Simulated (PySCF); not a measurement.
# How methods differ on the ionisation energy of F

F [He] 2s2 2p5 (2P) → F⁺ [He] 2s2 2p4 (3P), as a difference of total energies. Calculation: PySCF 2.14, in aug-cc-pV5Z; the non-relativistic Hamiltonian (point nucleus). Correlated levels: valence: 1s2 frozen. The calculations carry no spin-orbit coupling.

| method | ionisation energy (eV) |
| --- | --- |
| UHF | 15.651 |
| LDA | 17.957 |
| PBE | 17.653 |
| r2SCAN | 17.536 |
| BHandHLYP | 17.305 |
| HSE06 | 17.455 |
| PW91 | 17.750 |
| MP2 (valence) | 17.438 |

Task: Estimate what PBE0 gives.

Result: 17.442 eV, closest to MP2 (valence) among the rows shown.

Task: Estimate what SCS-MP2 (valence) gives.

Result: 17.454 eV, closest to HSE06 among the rows shown.

Errors of the correlated levels include the incompleteness of this basis and the frozen core.

For comparison: 17.427 eV (measured; NIST levels, between the centres of gravity of the two terms).
